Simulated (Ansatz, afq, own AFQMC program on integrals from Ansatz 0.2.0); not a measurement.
SiH₃⁻, singlet: AFQMC among the cluster methods

```tsv
atom	x (Å)	y (Å)	z (Å)
Si	-0.0173	0.0000	-0.0914
H	1.8224	-0.0003	1.0744
H	-0.6697	1.1304	0.7356
H	-0.6701	-1.1302	0.7356
```

Basis 6-31++G**. Noble-gas cores (and the filled d shells of Ga–Kr and In–Xe) are frozen. Ansatz 0.2.0 and our own AFQMC program on the same integrals; the CISD trial comes from CCSD amplitudes, and released means the phaseless constraint is let go. ± is one standard error of the sampling.

Determinant: RHF, the one that the program's search chose, which needn't be the lowest solution. The geometry is a point of a scan.

No full CI on the walks' own integrals is used here; CCSDT(Q) serves as the reference and is uncertain by about the last step of the cluster series.

Cautions: higher spins were not checked; raised T1 diagnostic (T1 0.021, weight of the determinant 0.89, largest double 0.06); the released energies are still falling, so no released level is given (meV from the phaseless value at times in 1/Eh: 3 ± 8 at 0.24, -4 ± 8 at 0.51, 4 ± 6 at 0.99, -14 ± 7 at 1.62, -19 ± 9 at 2.40), though the last usable value meets CCSDT(Q) within the noise.

The T1 diagnostic is 0.0208 and the weight of the determinant in the CISD state is 0.895. The size of the correlated space is 8 electrons in 36 orbitals.

```tsv
level	correlation energy (eV)
MP2	-2.9335
CCSD	-3.7320
CCSD(T)	-3.8324
```

Problem. Estimate where phaseless AFQMC with a CISD trial lies against CCSD(T) on the same integrals.

Solution. 9.6 ± 8.5 meV below CCSD(T). The gap is under twice the noise, so this walk alone can't tell the two apart.

Reference: CCSDT(Q), correlation energy -3.858 eV.

```
        level  E − E(reference) (meV)  share of correlation (%)
      CCSD(T)                    25.7                     99.33
        CCSDT                     2.5                     99.93
ph-AFQMC/CISD              16.1 ± 8.5                     99.58
```

A walk keeps the symmetry of its determinant, which the program's search chose and which needn't be the lowest solution, so a lower state of the same spin and another symmetry isn't excluded.
